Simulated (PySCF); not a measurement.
## Name the molecule from its bond curve

A diatomic of charge -1 contains F. Its singlet curve at PBE0 in a double-zeta basis (no relativity, PySCF), in eV from the separated fragments:

```json
{"R (Å)": "1.497", "E (eV)": "-1.658"}
{"R (Å)": "1.567", "E (eV)": "-2.139"}
{"R (Å)": "1.637", "E (eV)": "-2.404"}
{"R (Å)": "1.689", "E (eV)": "-2.497"}
{"R (Å)": "1.741", "E (eV)": "-2.522"}
{"R (Å)": "1.793", "E (eV)": "-2.495"}
{"R (Å)": "1.863", "E (eV)": "-2.400"}
{"R (Å)": "1.950", "E (eV)": "-2.216"}
{"R (Å)": "2.054", "E (eV)": "-1.943"}
{"R (Å)": "2.194", "E (eV)": "-1.549"}
```

The fit gives ωe = 665 cm⁻¹ and the rotational constant Bₑ = 0.4684 cm⁻¹.

Task: Which atom is the partner?

Result: The minimum lies at 1.738 Å, so the reduced mass is 16.8576 u Å² cm⁻¹/(Bₑ·Re²) = 11.91 u. With F at 19.00 u the partner weighs about 31.9 u: S. The molecule is SF⁻.
